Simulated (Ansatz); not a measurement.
# CH₃ radical (SMILES [CH3]): functionals against CCSD(T) at one geometry

The atoms stand at a structure displaced at random from a GFN2-xTB minimum. How far do the functionals agree with CCSD(T) there?

Computed with Ansatz 0.2.0, Gaussian basis. Level: single points in def2-TZVPP.

Cores are frozen in the correlated methods. Orbitals are unrestricted.

**1. Starting geometry**

SMILES `[CH3]`, 4 atoms, charge 0, spin multiplicity 2.

Atoms are counted from 1 here; the program's logs count them from 0.

Bond lengths: C1–H2 1.155 Å, C1–H3 1.096 Å, C1–H4 1.036 Å. Angles: H2–C1–H3 117.8°, H2–C1–H4 123.0°, H3–C1–H4 119.2°.

Geometry (Å):

```xyz
4

C     0.0139    0.0000    0.0020
H     0.0321    0.9755    0.6199
H    -0.8720   -0.1998   -0.6116
H     0.7732   -0.7033    0.0358
```

**2. CCSD(T)/def2-TZVPP**

The input, run/in.yaml:

```yaml
crystal:
  periodic: [false, false, false]
  atoms:
    - {symbol: C, position_ang: [0.013900, 0.000000, 0.002000]}
    - {symbol: H, position_ang: [0.032100, 0.975500, 0.619900]}
    - {symbol: H, position_ang: [-0.872000, -0.199800, -0.611600]}
    - {symbol: H, position_ang: [0.773200, -0.703300, 0.035800]}
basis:
  gaussian: {orbitals: def2-TZVPP}
magnetization: {spin_polarized: true, initial_magnetization: 1}
correlation: {method: ccsd_t}
scf: {omitted_lower_state_checks: [cluster_reference]}
output: {forces: true}
```

The command line of these runs was not kept.

**3. PBE0-D4/def2-TZVPP**

Edit run/in.yaml of step 2 so:

```diff
@@ -10,4 +10,3 @@
 magnetization: {spin_polarized: true, initial_magnetization: 1}
-correlation: {method: ccsd_t}
-scf: {omitted_lower_state_checks: [cluster_reference]}
-output: {forces: true}
+hamiltonian: {xc: pbe0, dispersion: d4}
+output: {forces: true, orbitals: {seedname: orbitals}}
```

**4. wB97M-V/def2-TZVPP**

Edit run/in.yaml of step 3 so:

```diff
@@ -10,3 +10,3 @@
 magnetization: {spin_polarized: true, initial_magnetization: 1}
-hamiltonian: {xc: pbe0, dispersion: d4}
-output: {forces: true, orbitals: {seedname: orbitals}}
+hamiltonian: {xc: {name: wB97M-V}}
+output: {forces: true}
```

**5. r2SCAN-D4/def2-TZVPP**

Edit run/in.yaml of step 4 so:

```diff
@@ -10,3 +10,3 @@
 magnetization: {spin_polarized: true, initial_magnetization: 1}
-hamiltonian: {xc: {name: wB97M-V}}
+hamiltonian: {xc: r2scan, dispersion: d4}
 output: {forces: true}
```

**6. PBE-D4/def2-TZVPP**

Edit run/in.yaml of step 5 so:

```diff
@@ -10,3 +10,3 @@
 magnetization: {spin_polarized: true, initial_magnetization: 1}
-hamiltonian: {xc: r2scan, dispersion: d4}
+hamiltonian: {xc: pbe, dispersion: d4}
 output: {forces: true}
```

**7. r2SCANh-D4/def2-TZVPP**

Edit run/in.yaml of step 6 so:

```diff
@@ -10,3 +10,3 @@
 magnetization: {spin_polarized: true, initial_magnetization: 1}
-hamiltonian: {xc: pbe, dispersion: d4}
+hamiltonian: {xc: {name: r2SCANh}, dispersion: d4}
 output: {forces: true}
```

**8. SPW92/def2-TZVPP**

Edit run/in.yaml of step 7 so:

```diff
@@ -10,3 +10,3 @@
 magnetization: {spin_polarized: true, initial_magnetization: 1}
-hamiltonian: {xc: {name: r2SCANh}, dispersion: d4}
+hamiltonian: {xc: lda}
 output: {forces: true}
```

(Steps that only read results are left out.)

Before running it: what results should come out? Wanted: energy less free atoms, CCSD(T)/def2-TZVPP; RMS force component; RMS force error; HOMO and LUMO, PBE0-D4; T1 diagnostic.

As calculated:

| quantity | value |
| --- | --- |
| energy less free atoms, CCSD(T)/def2-TZVPP | -1250.2 kJ/mol |
| RMS force component | 1.301 to 1.325 eV/Å over the methods |
| RMS force error | PBE0-D4 0.019, wB97M-V 0.035, r2SCAN-D4 0.008, PBE-D4 0.136, r2SCANh-D4 0.028, SPW92 0.187 eV/Å |
| HOMO and LUMO, PBE0-D4 | -6.82 and -1.51 eV |
| T1 diagnostic | 0.009 |

In words: Against CCSD(T) the functionals' energies less atoms differ by -156.2 to -23.4 kJ/mol, PBE-D4 by -36.7 kJ/mol. CCSD(T) in triple zeta still lacks some correlation energy of the bonds, so part of these gaps is its own basis error and they don't rank the functionals. The forces of r2SCAN-D4 come nearest to CCSD(T), those of SPW92 are farthest. Frozen-core CCSD(T) forces in triple zeta carry basis errors of their own, and this is one geometry, so small gaps rank nothing.
